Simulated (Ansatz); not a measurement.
**SiH− (triplet): from Hartree-Fock to the top rungs, aug-cc-pVTZ**

How much of the correlation energy of SiH− (triplet) does each wave-function method recover here?

The runs use Ansatz 0.2.0, Gaussian basis; aug-cc-pVTZ, core rule «outside noble gas», up to 5 orbitals frozen.

The runs, in order: UHF; CCSD(T) on ROHF; CCSD(T) on UHF; BCCD(T) on ROHF; CCSDT(Q) on ROHF; CCSDT(Q) on UHF; CASSCF and MRCISD+Q, 6 electrons in 5 orbitals; CASSCF and NEVPT4(SD), 6 electrons in 5 orbitals; CASSCF and NEVPT2, 6 electrons in 5 orbitals.

19 further runs of the same task are left out: 9 that didn't finish, 10 set aside as unsound or not needed. Runs told in other sessions of the task aren't counted.

### 1 The geometry

The geometry is a PBE0/def2-TZVPD stationary point (not a proven minimum).

2 atoms, charge -1, spin multiplicity 3.

Atoms are counted from 1 here; the program's logs count them from 0.

Bond lengths: Si1–H2 1.559 Å.

In the tables R marks a restricted open-shell determinant and U an unrestricted one; 'valence' is the active space of 6 electrons in 5 orbitals; energies count from the table's Hartree-Fock row.

### 2 UHF

Contents of in.yaml:

```yaml
crystal:
  periodic: [false, false, false]
  atoms:
    - {symbol: Si, position_ang: [0.000000, 0.000000, 0.000000]}
    - {symbol: H, position_ang: [0.000000, 0.000000, 1.559400]}
basis:
  gaussian: {orbitals: aug-cc-pVTZ}
total_charge: -1
magnetization: {spin_polarized: true, initial_magnetization: 2}
hamiltonian: {xc: hf}
output: {orbitals: {seedname: orbitals}}
```

Run with:

```sh
ansatz run in.yaml --threads 1 --pin off --events-out ev --progress --plain --max-ram 2393MiB
```

Output:

```text
Functional definition: HF
  name "HF"
  cite "Fock, Z. Phys. 61, 126 (1930) doi:10.1007/BF01340294"
  parent pbe
  exchange = exact_x
  correlation = 0
489 factors; their error is unknown
mean field evaluation 1: about -7875.6339 eV, gradient 7.3e0 eV
mean field evaluation 2: about -7876.4326 eV, gradient 3.1e0 eV
mean field evaluation 4: about -7876.5924 eV, gradient 5.0e-1 eV
mean field evaluation 8: about -7876.8006 eV, gradient 1.9e-1 eV
mean field evaluation 16: about -7872.7437 eV, gradient 3.0e0 eV
mean field evaluation 32: about -7876.3650 eV, gradient 2.1e0 eV
mean field -7876.80080196 eV, -289.4670903848 hartree, gradient 2.0e-5 eV, S^2 2.036241; 2 other end points of the search recorded, 0 dependent functions left out
reference -7876.80080196 eV, -289.4670903848 hartree; 9, 7 occupied and 64, 66 virtual orbitals, 489 factors
Total energy: -7876.80080196 eV, -289.4670903848 hartree
```

Run time: 0.78 s. Hardware: 1 thread of Arm Neoverse V1, shared host.

From the report: ⟨S²⟩ of the determinant 2.036 (pure triplet: 2.00).

### 3 CCSD(T) on ROHF

Contents of in.yaml:

```yaml
crystal:
  periodic: [false, false, false]
  atoms:
    - {symbol: Si, position_ang: [0.000000, 0.000000, 0.000000]}
    - {symbol: H, position_ang: [0.000000, 0.000000, 1.559400]}
basis:
  gaussian: {orbitals: aug-cc-pVTZ}
total_charge: -1
magnetization: {spin_polarized: false, initial_magnetization: 2}
correlation: {method: ccsd_t, electrons: outside_noble_gas}
output: {forces: true}
```

The command is unchanged.

Output, shortened:

```text
Functional definition: HF
  name "HF"
  cite "Fock, Z. Phys. 61, 126 (1930) doi:10.1007/BF01340294"
  parent pbe
[...]
414 factors; integrals over basis functions are off by at most 1.2e-3 eV
[...]
mean field -7876.64577149 eV, -289.4613931199 hartree, gradient 2.3e-6 eV, S^2 2.000000; 3 other end points of the search recorded, 0 dependent functions left out
determinant -7876.64577149 eV, -289.4613931199 hartree, with singles and doubles -7880.15745319 eV, -289.5904450421 hartree
determinant -7874.94837660 eV, -289.3990150081 hartree, with singles and doubles -7878.19061748 eV, -289.5181651631 hartree
determinant -7873.96852197 eV, -289.3630060148 hartree, with singles and doubles -7877.18737102 eV, -289.4812965357 hartree
determinant -7873.70705814 eV, -289.3533973964 hartree, with singles and doubles -7877.06801380 eV, -289.4769102387 hartree
5 core orbitals not correlated: weight in the atoms' cores, before any rotation towards them, 1.000 or more for the frozen orbitals, at most 0.000 for the correlated occupied ones
reference -7876.64577149 eV, -289.4613931199 hartree; 4, 2 occupied and 64, 66 virtual orbitals, 414 factors
second order -2.82049462 eV of doubles, -0.07147896 eV of singles
cycle   1  -3.43650017 eV  change   -1.8e-1 eV  update   1.7e-2
[...]
cycle  11  -3.44400364 eV  change   -1.7e-7 eV  update   7.7e-7
perturbative correction -0.14974199 eV, -0.0055029166 hartree
[...]
Total energy: -7880.23951712 eV, -289.5934608358 hartree
Atom 0 at     0.000000     0.000000     0.000000 Å, force    -0.000000    -0.000000     0.008722 eV/Å
Atom 1 at     0.000000     0.000000     1.559400 Å, force     0.000000     0.000000    -0.008722 eV/Å
Dipole moment:    -0.000000    -0.000000     0.037011 e Å
```

Wall time 7.5 s (1 thread of Arm Neoverse V1, shared host); peak memory 0.33 GiB.

From the report: correlation -3.5937 eV; T1 0.023; largest double amplitude 0.03.

### 4 CCSD(T) on UHF

Changes to in.yaml since step 3:

```diff
@@ -8,3 +8,3 @@
 total_charge: -1
-magnetization: {spin_polarized: false, initial_magnetization: 2}
+magnetization: {spin_polarized: true, initial_magnetization: 2}
 correlation: {method: ccsd_t, electrons: outside_noble_gas}
```

Same command.

Output, shortened:

```text
Functional definition: HF
  name "HF"
  cite "Fock, Z. Phys. 61, 126 (1930) doi:10.1007/BF01340294"
  parent pbe
[...]
414 factors; integrals over basis functions are off by at most 1.2e-3 eV
[...]
mean field -7876.80102855 eV, -289.4670987116 hartree, gradient 8.1e-6 eV, S^2 2.036241; 2 other end points of the search recorded, 0 dependent functions left out
determinant -7876.80102855 eV, -289.4670987116 hartree, with singles and doubles -7880.15692770 eV, -289.5904257308 hartree
determinant -7875.08158712 eV, -289.4039104048 hartree, with singles and doubles -7878.20112135 eV, -289.5185511731 hartree
determinant -7874.37165364 eV, -289.3778208304 hartree, with singles and doubles -7877.46759596 eV, -289.4915946122 hartree
5 core orbitals not correlated: weight in the atoms' cores, before any rotation towards them, 1.000 or more for the frozen orbitals, at most 0.000 for the correlated occupied ones
reference -7876.80102855 eV, -289.4670987116 hartree; 4, 2 occupied and 64, 66 virtual orbitals, 414 factors
second order -2.68842346 eV of doubles, -0.00000000 eV of singles
cycle   1  -3.28527452 eV  change   -2.0e-1 eV  update   2.0e-2
[...]
cycle  11  -3.29536908 eV  change   -8.0e-8 eV  update   9.9e-7
perturbative correction -0.14272911 eV, -0.0052451982 hartree
[...]
Total energy: -7880.23912674 eV, -289.5934464899 hartree
Atom 0 at     0.000000     0.000000     0.000000 Å, force     0.000000     0.000000     0.008665 eV/Å
Atom 1 at     0.000000     0.000000     1.559400 Å, force    -0.000000    -0.000000    -0.008665 eV/Å
Dipole moment:    -0.000000     0.000000     0.037182 e Å
```

Run time: 7 s. Hardware: 1 thread of Arm Neoverse V1, shared host; peak memory 0.33 GiB.

From the report: ⟨S²⟩ of the determinant 2.036 (pure triplet: 2.00); correlation -3.4381 eV; T1 0.023; largest double amplitude 0.03.

### 5 BCCD(T) on ROHF

Contents of in.yaml:

```yaml
crystal:
  periodic: [false, false, false]
  atoms:
    - {symbol: Si, position_ang: [0.000000, 0.000000, 0.000000]}
    - {symbol: H, position_ang: [0.000000, 0.000000, 1.559400]}
basis:
  gaussian: {orbitals: aug-cc-pVTZ}
total_charge: -1
magnetization: {spin_polarized: false, initial_magnetization: 2}
correlation: {method: bccd_t, electrons: outside_noble_gas}
```

The command is unchanged.

Output, shortened:

```text
Functional definition: HF
  name "HF"
  cite "Fock, Z. Phys. 61, 126 (1930) doi:10.1007/BF01340294"
  parent pbe
[...]
414 factors; integrals over basis functions are off by at most 1.2e-3 eV
[...]
mean field -7876.64577149 eV, -289.4613931199 hartree, gradient 2.3e-6 eV, S^2 2.000000; 3 other end points of the search recorded, 0 dependent functions left out
determinant -7876.64577149 eV, -289.4613931199 hartree, with singles and doubles -7880.15745319 eV, -289.5904450421 hartree
determinant -7874.94837660 eV, -289.3990150081 hartree, with singles and doubles -7878.19061748 eV, -289.5181651631 hartree
determinant -7873.96852197 eV, -289.3630060148 hartree, with singles and doubles -7877.18737102 eV, -289.4812965357 hartree
determinant -7873.70705814 eV, -289.3533973964 hartree, with singles and doubles -7877.06801380 eV, -289.4769102387 hartree
5 core orbitals not correlated: weight in the atoms' cores, before any rotation towards them, 1.000 or more for the frozen orbitals, at most 0.000 for the correlated occupied ones
reference -7876.64577149 eV, -289.4613931199 hartree; 4, 2 occupied and 64, 66 virtual orbitals, 414 factors
second order -2.82049462 eV of doubles, -0.07147896 eV of singles
cycle   1  -3.44026782 eV  change   -1.8e-1 eV  update   1.7e-2
[...]
cycle   9  -3.44487225 eV  change    9.6e-7 eV  update   6.5e-6
perturbative correction -0.14875604 eV, -0.0054666837 hartree
Total energy: -7880.23939978 eV, -289.5934565239 hartree
```

It took 2.8 s on 1 thread of Arm Neoverse V1, shared host; peak memory 0.25 GiB.

From the report: correlation -3.5936 eV; largest double amplitude 0.03.

### 6 CCSDT(Q) on ROHF

Changes to in.yaml since step 5:

```diff
@@ -9,2 +9,2 @@
 magnetization: {spin_polarized: false, initial_magnetization: 2}
-correlation: {method: bccd_t, electrons: outside_noble_gas}
+correlation: {method: ccsdt_q, electrons: outside_noble_gas}
```

The command is unchanged.

Output, shortened:

```text
Functional definition: HF
  name "HF"
  cite "Fock, Z. Phys. 61, 126 (1930) doi:10.1007/BF01340294"
  parent pbe
[...]
780 factors; integrals over basis functions are off by at most 2.4e-7 eV
[...]
mean field -7876.64577210 eV, -289.4613931424 hartree, gradient 2.2e-6 eV, S^2 2.000000; 2 other end points of the search recorded, 0 dependent functions left out
determinant -7876.64577210 eV, -289.4613931424 hartree, with singles and doubles -7880.16085047 eV, -289.5905698900 hartree
determinant -7874.94840974 eV, -289.3990162264 hartree, with singles and doubles -7878.19383483 eV, -289.5182833983 hartree
determinant -7873.96852325 eV, -289.3630060618 hartree, with singles and doubles -7877.18693093 eV, -289.4812803627 hartree
5 core orbitals not correlated: weight in the atoms' cores, before any rotation towards them, 1.000 or more for the frozen orbitals, at most 0.000 for the correlated occupied ones
reference -7876.64577210 eV, -289.4613931424 hartree; 4, 2 occupied and 64, 66 virtual orbitals, 780 factors
second order -2.82050717 eV of doubles, -0.07147898 eV of singles
cycle   1  -3.29703319 eV  change   -4.0e-1 eV  update   6.8e-2
[...]
cycle  15  -3.62220735 eV  change   -2.3e-7 eV  update   7.2e-7
perturbative correction -0.00638314 eV, -0.0002345762 hartree
Total energy: -7880.27436259 eV, -289.5947413833 hartree
```

It took 46 s on 1 thread of Arm Neoverse V1, shared host; peak memory 0.62 GiB.

From the report: correlation -3.6286 eV; T1 0.023; largest double amplitude 0.04.

### 7 CCSDT(Q) on UHF

Changes to in.yaml since step 6:

```diff
@@ -8,3 +8,3 @@
 total_charge: -1
-magnetization: {spin_polarized: false, initial_magnetization: 2}
+magnetization: {spin_polarized: true, initial_magnetization: 2}
 correlation: {method: ccsdt_q, electrons: outside_noble_gas}
```

Same command.

Output, shortened:

```text
Functional definition: HF
  name "HF"
  cite "Fock, Z. Phys. 61, 126 (1930) doi:10.1007/BF01340294"
  parent pbe
[...]
780 factors; integrals over basis functions are off by at most 2.4e-7 eV
[...]
mean field -7876.80102922 eV, -289.4670987362 hartree, gradient 7.8e-6 eV, S^2 2.036241; 2 other end points of the search recorded, 0 dependent functions left out
determinant -7876.80102922 eV, -289.4670987362 hartree, with singles and doubles -7880.15693960 eV, -289.5904261680 hartree
determinant -7875.08161281 eV, -289.4039113487 hartree, with singles and doubles -7878.20111322 eV, -289.5185508744 hartree
determinant -7874.37165691 eV, -289.3778209507 hartree, with singles and doubles -7877.46761222 eV, -289.4915952096 hartree
5 core orbitals not correlated: weight in the atoms' cores, before any rotation towards them, 1.000 or more for the frozen orbitals, at most 0.000 for the correlated occupied ones
reference -7876.80102922 eV, -289.4670987362 hartree; 4, 2 occupied and 64, 66 virtual orbitals, 780 factors
second order -2.68843563 eV of doubles, -0.00000000 eV of singles
cycle   1  -3.10764267 eV  change   -4.2e-1 eV  update   7.1e-2
[...]
cycle  17  -3.46826704 eV  change    5.4e-7 eV  update   5.9e-7
perturbative correction -0.00602837 eV, -0.0002215384 hartree
Total energy: -7880.27532462 eV, -289.5947767375 hartree
```

Run time: 46 s. Hardware: 1 thread of Arm Neoverse V1, shared host; peak memory 0.59 GiB.

From the report: ⟨S²⟩ of the determinant 2.036 (pure triplet: 2.00); correlation -3.4743 eV; T1 0.024; largest double amplitude 0.04.

### 8 CASSCF and MRCISD+Q, 6 electrons in 5 orbitals

Contents of in.yaml:

```yaml
crystal:
  periodic: [false, false, false]
  atoms:
    - {symbol: Si, position_ang: [0.000000, 0.000000, 0.000000]}
    - {symbol: H, position_ang: [0.000000, 0.000000, 1.559400]}
basis:
  gaussian: {orbitals: aug-cc-pVTZ}
total_charge: -1
magnetization: {spin_polarized: false, initial_magnetization: 2}
correlation: {method: fic_mrcisd_q, electrons: outside_noble_gas, active_space: {window: {electrons: 6, orbitals: 5}, shells: [{species: H, l: s, shell: 1}, {species: Si, l: s, shell: 3}, {species: Si, l: p, shell: 3}]}}
```

Same command.

Output, shortened:

```text
Functional definition: HF
  name "HF"
  cite "Fock, Z. Phys. 61, 126 (1930) doi:10.1007/BF01340294"
  parent pbe
[...]
780 factors; integrals over basis functions are off by at most 2.4e-7 eV
[...]
mean field -7876.64577210 eV, -289.4613931424 hartree, gradient 2.2e-6 eV, S^2 2.000000; 0 other end points of the search recorded, 0 dependent functions left out
reference -7876.64577210 eV, -289.4613931424 hartree; 9, 7 occupied and 64, 66 virtual orbitals, 780 factors
state -7877.09945061 eV, -289.4780655200 hartree
contracted CI cycle   1: correlation 0.00000000 eV, 0.0000000000 hartree, residual 1.21e1 eV
contracted CI cycle   2: correlation -2.77472073 eV, -0.1019691059 hartree, residual 2.59e0 eV
contracted CI cycle   3: correlation -2.89863210 eV, -0.1065227649 hartree, residual 7.08e-1 eV
contracted CI cycle   4: correlation -2.90700823 eV, -0.1068305818 hartree, residual 2.09e-1 eV
contracted CI cycle   5: correlation -2.90772591 eV, -0.1068569564 hartree, residual 6.22e-2 eV
contracted CI cycle   6: correlation -2.90779391 eV, -0.1068594554 hartree, residual 1.99e-2 eV
contracted CI cycle   7: correlation -2.90780127 eV, -0.1068597256 hartree, residual 5.97e-3 eV
contracted CI cycle   8: correlation -2.90780198 eV, -0.1068597518 hartree, residual 2.09e-3 eV
contracted CI cycle   9: correlation -2.90780206 eV, -0.1068597547 hartree, residual 7.15e-4 eV
state -7877.09945061 eV, -289.4780655200 hartree; corrected -7880.24438967 eV, -289.5936398988 hartree
Total energy: -7880.24438967 eV, -289.5936398988 hartree
Checks for a lower state left out: starts, orbital_swaps
```

It took 2 s on 1 thread of Arm Neoverse V1, shared host.

From the report: 24 determinants; active occupations 2.00, 1.97, 1.00, 1.00, 0.03.

### 9 CASSCF and NEVPT4(SD), 6 electrons in 5 orbitals

Contents of in.yaml:

```yaml
crystal:
  periodic: [false, false, false]
  atoms:
    - {symbol: Si, position_ang: [0.000000, 0.000000, 0.000000]}
    - {symbol: H, position_ang: [0.000000, 0.000000, 1.559400]}
basis:
  gaussian: {orbitals: aug-cc-pVTZ}
total_charge: -1
magnetization: {spin_polarized: false, initial_magnetization: 2}
correlation: {method: fic_nevpt4_sd, electrons: outside_noble_gas, active_space: {window: {electrons: 6, orbitals: 5}, shells: [{species: H, l: s, shell: 1}, {species: Si, l: s, shell: 3}, {species: Si, l: p, shell: 3}]}}
```

Launched as before.

Output:

```text
Functional definition: HF
  name "HF"
  cite "Fock, Z. Phys. 61, 126 (1930) doi:10.1007/BF01340294"
  parent pbe
  exchange = exact_x
  correlation = 0
780 factors; integrals over basis functions are off by at most 2.4e-7 eV
mean field evaluation 1: about -7874.8431 eV, gradient 1.2e1 eV
mean field evaluation 2: about -7874.8511 eV, gradient 1.2e1 eV
mean field evaluation 4: about -7876.6064 eV, gradient 1.8e0 eV
mean field evaluation 8: about -7876.6456 eV, gradient 9.1e-2 eV
mean field -7876.64577210 eV, -289.4613931424 hartree, gradient 2.2e-6 eV, S^2 2.000000; 0 other end points of the search recorded, 0 dependent functions left out
reference -7876.64577210 eV, -289.4613931424 hartree; 9, 7 occupied and 64, 66 virtual orbitals, 780 factors
state -7877.09945061 eV, -289.4780655200 hartree
state -7877.09945061 eV, -289.4780655200 hartree; corrected -7880.14249118 eV, -289.5898951983 hartree
Total energy: -7880.14249118 eV, -289.5898951983 hartree
Checks for a lower state left out: starts, orbital_swaps
```

Run time: 1.8 s. Hardware: 1 thread of Arm Neoverse V1, shared host.

From the report: 24 determinants; active occupations 2.00, 1.97, 1.00, 1.00, 0.03.

### 10 CASSCF and NEVPT2, 6 electrons in 5 orbitals

Contents of in.yaml:

```yaml
crystal:
  periodic: [false, false, false]
  atoms:
    - {symbol: Si, position_ang: [0.000000, 0.000000, 0.000000]}
    - {symbol: H, position_ang: [0.000000, 0.000000, 1.559400]}
basis:
  gaussian: {orbitals: aug-cc-pVTZ}
total_charge: -1
magnetization: {spin_polarized: false, initial_magnetization: 2}
correlation: {method: sc_nevpt2, electrons: outside_noble_gas, active_space: {window: {electrons: 6, orbitals: 5}, shells: [{species: H, l: s, shell: 1}, {species: Si, l: s, shell: 3}, {species: Si, l: p, shell: 3}]}}
```

Same command.

Output:

```text
Functional definition: HF
  name "HF"
  cite "Fock, Z. Phys. 61, 126 (1930) doi:10.1007/BF01340294"
  parent pbe
  exchange = exact_x
  correlation = 0
780 factors; integrals over basis functions are off by at most 2.4e-7 eV
mean field evaluation 1: about -7874.8431 eV, gradient 1.2e1 eV
mean field evaluation 2: about -7874.8511 eV, gradient 1.2e1 eV
mean field evaluation 4: about -7876.6064 eV, gradient 1.8e0 eV
mean field evaluation 8: about -7876.6456 eV, gradient 9.1e-2 eV
mean field -7876.64577210 eV, -289.4613931424 hartree, gradient 2.2e-6 eV, S^2 2.000000; 0 other end points of the search recorded, 0 dependent functions left out
reference -7876.64577210 eV, -289.4613931424 hartree; 9, 7 occupied and 64, 66 virtual orbitals, 780 factors
state -7877.09945061 eV, -289.4780655200 hartree
state -7877.09945061 eV, -289.4780655200 hartree; corrected -7879.42016196 eV, -289.5633500891 hartree
Total energy: -7879.42016196 eV, -289.5633500891 hartree
Checks for a lower state left out: starts, orbital_swaps
```

Wall time 1.2 s (1 thread of Arm Neoverse V1, shared host).

From the report: 24 determinants; active occupations 2.00, 1.97, 1.00, 1.00, 0.03.

### 11 How many determinants matter

Natural occupations of the CASSCF valence state about the gap (report; correlated orbitals 1 to 5): 1.996, 1.973, 1.000, 1.000, 0.031. The count of effectively unpaired electrons, Σ n²(2 − n)², is 2.01; a single determinant of this spin has 2.

### 12 The ladder

The yardstick is UCCSDT(Q), where the cluster series has nearly closed. Rows without a time are mean-field rows or come out of runs for another level: lower rungs of the coupled-cluster runs, CASSCF and MRCISD of the multireference runs, or the Hartree-Fock search. The times of RCCSD(T), UCCSD(T) include forces.

```tsv
method	energy from the lowest ROHF (kJ/mol)	from UCCSDT(Q) (kJ/mol)	time
ROHF	0.0	+350.2	
UHF	-15.0	+335.2	
RMP2	-279.0	+71.2	
UMP2	-274.4	+75.8	
RCCSD	-332.3	+17.9	
UCCSD	-332.9	+17.3	
RCCSD(T)	-346.7	+3.5	7.5 s
UCCSD(T)	-346.7	+3.5	7 s
BCCD(T)	-346.7	+3.5	2.8 s
RCCSDT	-349.5	+0.7	
UCCSDT	-349.6	+0.6	
RCCSDT(Q)	-350.1	+0.1	46 s
UCCSDT(Q)	-350.2	0	46 s
CASSCF valence	-43.8	+306.4	
NEVPT2 valence	-267.7	+82.5	1.2 s
NEVPT4(SD) valence	-337.4	+12.8	1.8 s
MRCISD valence	-324.3	+25.9	
MRCISD+Q valence	-347.2	+3.0	2 s
```

Among the levels timed on like hardware and quicker than the yardstick, those that no quicker one beats, quickest first: NEVPT2 valence (1.2 s, +82.5 kJ/mol); NEVPT4(SD) valence (1.8 s, +12.8 kJ/mol); MRCISD+Q valence (2 s, +3.0 kJ/mol).

### 13 What came out

| quantity | value |
| --- | --- |
| UCCSDT(Q) from the ROHF energy | -3.6296 eV |
| RMP2 from UCCSDT(Q) | +71.2 kJ/mol |
| UMP2 from UCCSDT(Q) | +75.8 kJ/mol |
| RCCSD from UCCSDT(Q) | +17.9 kJ/mol |
| RCCSD(T) from UCCSDT(Q) | +3.5 kJ/mol |
| UCCSD(T) from UCCSDT(Q) | +3.5 kJ/mol |
| RCCSDT(Q) from UCCSDT(Q) | +0.1 kJ/mol |
| NEVPT2 valence from UCCSDT(Q) | +82.5 kJ/mol |
| NEVPT4(SD) valence from UCCSDT(Q) | +12.8 kJ/mol |
| MRCISD+Q valence from UCCSDT(Q) | +3.0 kJ/mol |
| levels within 1 kcal/mol (43 meV) | RCCSD(T), UCCSD(T), BCCD(T), RCCSDT, UCCSDT, RCCSDT(Q), MRCISD+Q valence |
| T1 diagnostic | 0.023 |
| effectively unpaired electrons | 2.01 |

RCCSD(T) misses by +3.5 kJ/mol, 1.0 % of the correlation energy. One determinant dominates. Of the multireference levels listed MRCISD+Q valence comes nearest in total energy (+3.0 kJ/mol), which doesn't show that its space is the better one. These misses are within one basis, not against nature; the frozen cores of restricted and unrestricted runs differ, which can shift their rows.

For cost: MRCISD+Q valence gets within 3.0 kJ/mol in 2 s, where UCCSDT(Q) took 46 s; the quickest level in the cost chart, NEVPT2 valence, takes 1.2 s and misses by 82.5 kJ/mol.
